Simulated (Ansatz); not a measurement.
Lattice constant a (Å) of solids drawn from the class of intermetallic compounds, at two levels: PBE (Ansatz, a first-principles code, PAW), and PBE-D4 in Ansatz (PAW).

```csv
solid,PBE,PBE-D4
fluorite PtAl₂,5.946,5.889
CsCl-type RuAl,3.004,2.978
L1₂ (Cu3Au-type) Ni₃Al,3.567,3.529
fluorite AuAl₂,6.061,5.997
CsCl-type CuZn,2.964,?
L1₂ (Cu3Au-type) Ni₃Fe,3.544,3.511
CsCl-type PdIn,3.306,3.268
L1₂ (Cu3Au-type) Pt₃Ti,3.948,?
antifluorite Mg₂Ge,6.422,6.355
L1₂ (Cu3Au-type) Cu₃Au,3.780,3.730
```

**Question.** Estimate the withheld PBE-D4 values from the other rows.

**Answer.** One way: carry over the typical ratio. The ratios PBE-D4 / PBE of the other rows, in order: 0.9868, 0.9885, 0.9893, 0.9894, 0.9896, 0.9904, 0.9907, 0.9913; median 0.98950. CsCl-type CuZn: 2.964 × 0.98950 = 2.933 Å; the run gives 2.921 Å. L1₂ (Cu3Au-type) Pt₃Ti: 3.948 × 0.98950 = 3.907 Å; the run gives 3.915 Å. The ratios spread from 0.9868 to 0.9913, so such an estimate is rough. CsCl-type CuZn lies outside that spread. L1₂ (Cu3Au-type) Pt₃Ti lies outside that spread.

Of 10 rows, PBE-D4 is the larger in 0 and the smaller in 10.

Ansatz's runs of these crystals have no spin polarisation, but for L1₂ (Cu3Au-type) Ni3Al, L1₂ (Cu3Au-type) Ni3Fe.

Density-functional runs with spin start from parallel moments for L1₂ (Cu3Au-type) Ni3Al, parallel moments for L1₂ (Cu3Au-type) Ni3Fe.

Spin–orbit coupling is left out, also for the solids with elements from indium on (fluorite PtAl2, fluorite AuAl2, CsCl-type PdIn, L1₂ (Cu3Au-type) Pt3Ti, L1₂ (Cu3Au-type) Cu3Au); its size isn't shown.

Ansatz's density-functional and Hartree–Fock values are scalar-relativistic unless marked +SOC, with PAW data made under PBE.
